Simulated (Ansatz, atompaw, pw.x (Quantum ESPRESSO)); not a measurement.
**What a changed setting does to a pw.x run (fcc W)**

Potential: PAW, atompaw 4.2.0.5, PBEsol; core [Kr] 4d10 4f14, reference 5s2 5p6 5d4 6s1 6p1; waves: 5s (bound): rc 1.40 bohr; 6s (bound): rc 2.30 bohr; 5p (bound): rc 1.60 bohr; 6p (bound): rc 2.30 bohr; 5d (bound): rc 2.30 bohr; 5d channel at 1.3 Ry: rc 2.30 bohr; local part: bessel scheme, radius 1.85 bohr; core correction: smooth core density matched at 1.40 bohr; augmentation: sinc compensation charge, radius 2.20 bohr; PAW radius 2.30 bohr; waves and projectors: custom polynom2 7 10 vanderbiltortho.

The reference run (k-mesh 14³, cutoffs 145/900 Ry, Fermi–Dirac 0.01 Ry, mixing_beta 0.4, conv_thr 1e-9, no spin) gives -0.46 GPa at 15.995 Å³/atom, where all-electron LAPW gives 0.14 GPa. This run, with its own iteration cap, changes smearing to mv.

```
&control
  calculation='scf', prefix='x', pseudo_dir='./', outdir='./tmp', tstress=.true., disk_io='none'
/
&system
  ibrav=0, nat=1, ntyp=1, ecutwfc=145, ecutrho=900, nbnd=15,
  occupations='smearing', smearing='mv', degauss=0.01
/
&electrons
  conv_thr=1e-09, mixing_beta=0.4, electron_maxstep=70
/
ATOMIC_SPECIES
W 1.0 W.UPF
CELL_PARAMETERS angstrom
  0.00000000 1.99979164 1.99979164
  1.99979164 0.00000000 1.99979164
  1.99979164 1.99979164 0.00000000
ATOMIC_POSITIONS crystal
W 0.0000 0.0000 0.0000
K_POINTS automatic
14 14 14 0 0 0
```

```bash
pw.x < W.scf.in > W.scf.out
```

Question: How does the run end?

Answer: It converges in 8 iterations; the free energy moves by +36.8 meV/atom and the pressure by -0.42 GPa. This scheme is built to cancel the term in the square of the width that Fermi–Dirac smearing leaves in the F of a metal.

```
Message from routine setup:
     using ibrav=0 with symmetry is DISCOURAGED, use correct ibrav instead
     lattice parameter (alat)  =       5.3444  a.u.
     unit-cell volume          =     107.9396 (a.u.)^3
     number of electrons       =        14.00
     number of Kohn-Sham states=           15
     kinetic-energy cutoff     =     145.0000  Ry
     charge density cutoff     =     900.0000  Ry
     scf convergence threshold =      1.0E-09
     Exchange-correlation= SLA PW PSX PSC
     number of k points=   104  Marzari-Vanderbilt smearing, width (Ry)=  0.0100
     iteration #  1     ecut=   145.00 Ry     beta= 0.40
     total energy              =    -750.77963499 Ry
     estimated scf accuracy    <       0.08847842 Ry
     iteration #  2     ecut=   145.00 Ry     beta= 0.40
     total energy              =    -750.78047197 Ry
     estimated scf accuracy    <       0.01116970 Ry
     iteration #  3     ecut=   145.00 Ry     beta= 0.40
     total energy              =    -750.78178213 Ry
     estimated scf accuracy    <       0.00028179 Ry
     [... 2 iterations left out ...]
     iteration #  6     ecut=   145.00 Ry     beta= 0.40
     total energy              =    -750.78183701 Ry
     estimated scf accuracy    <       0.00000001 Ry
     iteration #  7     ecut=   145.00 Ry     beta= 0.40
     total energy              =    -750.78183697 Ry
     estimated scf accuracy    <       0.00000009 Ry
     iteration #  8     ecut=   145.00 Ry     beta= 0.40
     the Fermi energy is    21.0241 ev
!    total energy              =    -750.78183699 Ry
     estimated scf accuracy    <          4.0E-11 Ry
     smearing contrib. (-TS)   =       0.00018965 Ry
     The total energy is F=E-TS. E is the sum of the following terms:
     one-electron contribution =     -10.84045985 Ry
     hartree contribution      =      19.15994266 Ry
     xc contribution           =     -21.29523274 Ry
     ewald contribution        =    -118.89640834 Ry
     one-center paw contrib.   =    -618.90986836 Ry
     convergence has been achieved in   8 iterations
          total   stress  (Ry/bohr**3)                   (kbar)     P=       -8.71
     Message from routine punch:
     Nothing written, as per user request (disk_io='none')
```

The run took about 72 s on one core of a shared host (Intel(R) Xeon(R) Platinum 8488C, 96 threads, 744 GiB, load 43).
